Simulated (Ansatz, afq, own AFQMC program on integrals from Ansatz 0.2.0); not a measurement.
AlH3O, triplet: AFQMC among the cluster methods

```xyz
5

Al   -1.0360    0.0000    0.0000
H    -1.8290    1.3734    0.0000
H    -1.8290   -1.3734    0.0000
H     0.7720    0.0000    0.0000
O     1.9290    0.0000    0.0000
```

Connectivity, by distances: AlH2 ··· O, 1 bridging H.

Basis cc-pVTZ. Noble-gas cores (and the filled d shells of Ga–Kr and In–Xe) are frozen. Ansatz 0.2.0 and our own AFQMC program on the same integrals; the CISD trial comes from CCSD amplitudes, and released means the phaseless constraint is let go. ± is one standard error of the sampling.

Determinant: UHF, the one that the program's search chose, which needn't be the lowest solution. The geometry is a point of a scan.

No full CI on the walks' own integrals is used here. The released AFQMC energy serves as the reference, which it does only where one determinant dominates, the energy is flat over the last release times and near the phaseless one (40 meV or 2 meV an electron, half that with transition metals). On small molecules, where full CI could be run and the noise was under 10 meV, such values lay within 10 meV of it in 19 cases of 20, a flattering rate, since the rule was set on those same cases; what remains of the bias isn't in the error bar.

Cautions: lower spins were not checked; the released value is read at 1.62 1/Eh, later times being too noisy (meV from the phaseless value at times in 1/Eh: -15 ± 5 at 0.24, -22 ± 5 at 0.51, -21 ± 7 at 0.99, -16 ± 7 at 1.62, -45 ± 12 at 2.40).

- T1 diagnostic: 0.0185
- weight of the determinant in the CISD state: 0.884
- ⟨S²⟩ of the determinant: 2.038
- size of the correlated space: 12 electrons in 100 orbitals

| level | correlation energy (eV) |
| --- | --- |
| MP2 | -7.5250 |
| CCSD | -8.4875 |
| CCSD(T) | -8.7152 |

(1) Estimate where AFQMC with the constraint released lies against CCSD(T) on the same integrals.

(1) 0.97 ± 0.26 mEh below CCSD(T).

Reference: AFQMC with the constraint released, correlation energy -8.742 ± 0.007 eV.

```tsv
level	E − E(reference) (mEh)	share of correlation (%)
CCSD(T)	0.97 ± 0.26	99.70
ph-AFQMC/CISD	0.60 ± 0.32	99.81
```

A walk keeps the symmetry of its determinant, which the program's search chose and which needn't be the lowest solution, so a lower state of the same spin and another symmetry isn't excluded. Released energies are given only where the last usable release times agree within the noise; a slower fall can still hide under it.
